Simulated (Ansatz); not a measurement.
C4H5, charge -2, doublet, geometry from GFN2-xTB of the parent state (a state made from the parent by changing its charge; the spin is typed, not shown lowest) (a gas-phase anion, which may not be bound at this level); B3LYP/def2-SV(P) (Ansatz, a program for electronic structure).

Input for Ansatz:
Ansatz 0.2 input:
```yaml
crystal:
  periodic: [false, false, false]
  atoms:
    - {symbol: C, position_ang: [-0.00335947, -0.71313637, 0.73014498]}
    - {symbol: C, position_ang: [0.05807930, 0.67991703, 0.79159473]}
    - {symbol: C, position_ang: [-0.05867858, -0.80712934, -0.66134835]}
    - {symbol: C, position_ang: [0.00338121, 0.71775244, -0.73487114]}
    - {symbol: H, position_ang: [-0.00697050, -1.47967539, 1.51496629]}
    - {symbol: H, position_ang: [-0.48704778, 1.36116449, 1.45853372]}
    - {symbol: H, position_ang: [0.48642934, -1.49244489, -1.32412223]}
    - {symbol: H, position_ang: [0.89376966, 1.13784104, -1.23176299]}
    - {symbol: H, position_ang: [-0.88271553, 1.20869220, -1.17073608]}
basis:
  gaussian:
    orbitals: def2-SV_P_.json
hamiltonian:
  xc: b3lyp
total_charge: -2
magnetization: {spin_polarized: true, initial_magnetization: 1}
```
The basis file holds def2-SV(P) in the JSON format of the Basis Set Exchange.

Output, abridged:

```
Functional definition: B3LYP
748 factors; integrals over basis functions are off by at most 8.5e-4 eV
mean field evaluation 1: about -4212.9048 eV, gradient 1.1e1 eV
mean field evaluation 2: about -4212.3348 eV, gradient 1.4e1 eV
mean field evaluation 4: about -4213.5316 eV, gradient 1.6e0 eV
mean field evaluation 8: about -4213.8152 eV, gradient 1.0e-1 eV
mean field evaluation 16: about -4213.8153 eV, gradient 9.7e-4 eV
mean field evaluation 32: about -4213.4065 eV, gradient 4.8e-2 eV
mean field evaluation 64: about -4213.4067 eV, gradient 1.2e-2 eV
mean field evaluation 96: about -4213.6806 eV, gradient 2.9e0 eV
a density is far from that of the atoms, so the factors are made again for it
791 factors; integrals over basis functions are off by at most 8.6e-4 eV
mean field -4213.81522997 eV, -154.8548534748 hartree, gradient 1.3e-5 eV, S^2 0.751525; 0 other end points of the search recorded, 0 dependent functions left out
reference -4213.81546340 eV, -154.8548620531 hartree; 16, 15 occupied and 50, 51 virtual orbitals, 791 factors
Total energy: -4213.81546340 eV, -154.8548620531 hartree
```
